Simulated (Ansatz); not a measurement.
# BH₃O (triplet): the correlation ladder at distance B1–H4 along a hydrogen transfer = 1.626 Å, cc-pVDZ

An exercise on one series of results from a longer session: the logs are not shown, and one member is left open.

The runs use Ansatz 0.2.0, Gaussian basis; cc-pVDZ, core rule «outside noble gas», up to 2 orbitals frozen.

Plan: UHF; CCSD(T) on ROHF; CCSD(T) on UHF; BCCD(T) on ROHF; CISD; CCSDT(Q) on ROHF; CCSDT(Q) on UHF; CASSCF and MRCISD+Q, 4 electrons in 4 orbitals; CASSCF and NEVPT2, 4 electrons in 4 orbitals.

17 further runs of the same task are left out: 8 for a known fault of the program, 1 for a mislabelled method, 8 that didn't finish.

**The system**

The geometry derives from fragments relaxed apart (PBE0/def2-TZVP) and kept rigid, so it is no stationary point. A hydrogen atom is moved between rigid fragments.

5 atoms, charge 0, spin multiplicity 3.

Atoms are counted from 1 here; the program's logs count them from 0.

Bond lengths: B1–H2 1.193 Å, B1–H3 1.193 Å, H4–O5 1.163 Å. Angles: H2–B1–H3 120.0°.

The first run:

in.yaml

```yaml
crystal:
  periodic: [false, false, false]
  atoms:
    - {symbol: B, position_ang: [-1.510289, 0.000000, 0.000000]}
    - {symbol: H, position_ang: [-2.107022, 1.033571, 0.000000]}
    - {symbol: H, position_ang: [-2.107022, -1.033571, 0.000000]}
    - {symbol: H, position_ang: [0.115711, 0.000000, 0.000000]}
    - {symbol: O, position_ang: [1.278711, 0.000000, 0.000000]}
basis:
  gaussian: {orbitals: cc-pVDZ}
magnetization: {spin_polarized: true, initial_magnetization: 2}
hamiltonian: {xc: hf}
output: {orbitals: {seedname: orbitals}}
```

Run with:

```
> ansatz run in.yaml --threads 1 --pin off --events-out ev --progress --plain --max-ram 2393MiB
```

Among the steps run: UHF; CCSD(T) on ROHF; CCSD(T) on UHF; BCCD(T) on ROHF; CISD; CCSDT(Q) on ROHF; CCSDT(Q) on UHF; CASSCF and MRCISD+Q, 4 electrons in 4 orbitals; CASSCF and NEVPT2, 4 electrons in 4 orbitals.

One table of the session follows, with a row left open; its other results are not shown here.

```
       method  from UCCSDT(Q) (meV)
         ROHF               +7619.9
          UHF                     ?
         RMP2               +1100.0
         UMP2               +1171.2
         CISD                +670.5
        RCCSD                +159.0
        UCCSD                +148.7
     RCCSD(T)                 +33.4
     UCCSD(T)                 +32.7
      BCCD(T)                 +33.7
       RCCSDT                 +12.2
       UCCSDT                 +10.6
    RCCSDT(Q)                  +1.2
    UCCSDT(Q)                     0
  CASSCF pair               +6709.8
  NEVPT2 pair               +1042.3
  MRCISD pair                +538.3
MRCISD+Q pair                 +51.5
```

Q: Estimate the row for UHF from the others.

**Answer.** from UCCSDT(Q) (meV): +7236.6. In the column «from UCCSDT(Q) (meV)» it lies between CASSCF pair (+6709.8) and ROHF (+7619.9).

Among the levels timed on like hardware and quicker than the yardstick, those that no quicker one beats, quickest first: UHF (1.1 s, +7236.6 meV); NEVPT2 pair (2.3 s, +1042.3 meV); MRCISD+Q pair (2.6 s, +51.5 meV); RCCSD(T) (5.5 s, +33.4 meV); UCCSD(T) (5.5 s, +32.7 meV).

Limits of these values: Of the multireference levels listed MRCISD+Q pair comes nearest in total energy (+51.5 meV), which doesn't show that its space is the better one. Restricted and unrestricted rows rest on different reference determinants; where their highest levels disagree by more than a few hundredths of an eV, they describe different states and don't form one ladder.
